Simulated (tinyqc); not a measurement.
Inside a calculation. Method: UHF in the sto-3g basis, for OH-, spin multiplicity 1. The basis has no diffuse functions, so it cannot describe the extra electron: this is an exercise in the method, not the real anion. This run ends on a higher stationary point, not on the lowest solution. Computed by tinyqc, a small Python program that keeps every step (integrals from PySCF). Settings: charge = -1, multiplicity = 1, basis = sto-3g, energy threshold = 1e-08, iteration cap = 81, orthogonalisation = symmetric, start = Wolfsberg-Helmholz matrix, DIIS depth = 8, method = UHF, break = 0.7. Command: `OMP_NUM_THREADS=1 python tinyqc.py 26467 26468 out.jsonl` (the two numbers bound the seeds that draw the settings). One thread of a shared host (Intel(R) Xeon(R) Processor @ 2.60GHz), about 0.1 s of CPU time with the checks.

Geometry (angstrom):
```
atom         x         y         z
O     0.000000  0.000000  0.000000
H     0.000000  0.000000  1.787000
```

Stop when the energy changes by less than 1e-08 hartree and every element of the error matrix X^T (F D S - S D F) X (for each spin) is below 3e-05.

Course of the cycle:
```
iteration   E (hartree)     change  largest element of the error matrix
1          -72.96960997          -                             1.77e-01
2          -73.92667689  -9.57e-01                             1.10e-01
3          -73.94901993  -2.23e-02                             3.77e-02
4          -73.95278627  -3.77e-03                             1.82e-02
5          -73.95429800  -1.51e-03                             7.71e-03
6          -73.95508598  -7.88e-04                             9.71e-03
7          -73.95280284   2.28e-03                             2.91e-03
8          -73.95283414  -3.13e-05                             7.34e-04
9          -73.95283324   8.98e-07                             1.46e-04
10         -73.95283325  -1.75e-09                             5.95e-06
```

Can the last value be used, and what does the course show?

No, though the log alone does not show it. Converged in 10 iterations. But the solution lies 0.02166 hartree above the reference: it is another stationary point, not the lowest one. Reruns (cap 100 unless said): damping 0.5: converged in 85 to a higher stationary point; level shift 0.5: converged in 52 to a higher stationary point; atomic densities as start, DIIS 8: converged in 6 to a higher stationary point. PySCF UHF in the same basis, after a stability check = -73.97448952 hartree.
